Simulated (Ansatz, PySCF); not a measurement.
Species: OF₂, net charge 0, singlet state. 
Geometry from a B3LYP-D3(BJ)/def2-TZVP (Ansatz, a program for electronic structure) optimisation:
SMILES: O(F)F
```xyz
3

F      0.0392     1.1006    -0.2795
O     -0.0196     0.0082     0.5973
F     -0.0218    -1.1078    -0.2514
```
Charge 0, spin multiplicity 1.
Unstable Hartree-Fock reference: FOF.

Quantity: enthalpy of formation at 298 K (from the atomisation energy, B3LYP-D3(BJ)/def2-TZVP harmonic zero-point and thermal terms from PySCF, and the atoms' enthalpies of formation in the G2/97 table; no spin-orbit terms, and no core term in the frozen-core levels), in kcal/mol. Cores are frozen in the correlated levels unless marked. UHF or UKS for open shells. No spin-orbit coupling. Non-relativistic. The coupled-cluster limit lacks core correlation, which all-electron functionals hold. Basis-set limits of correlation are two-point, X^-3; Hartree-Fock from the larger set.

Measured: 5.9 kcal/mol (Active Thermochemical Tables 1.112 (ions: stationary electron), as tabulated in the package chemicals); it holds spin-orbit and relativistic effects, which these rows lack, and core correlation, which the frozen-core levels lack.

```tsv
level	program	enthalpy of formation at 298 K (kcal/mol)	error against measurement
revPBE-D4/def2-TZVPD	Ansatz + dftd4	-12.0	-17.9
LC-wPBE/def2-TZVPD	Ansatz	4.2	-1.7
B2GP-PLYP/def2-TZVPD	Ansatz	14.4	8.5
MP2/6-31G*	Ansatz	12.1	6.2
CCSD(T)/aug-cc-pVTZ	Ansatz	10.7	4.8
CCSD(T)/cc-pwCVTZ	Ansatz	13.8	7.9
CCSD(T)/CBS(cc-pVTZ,cc-pVQZ)	Ansatz	6.7	0.8
```
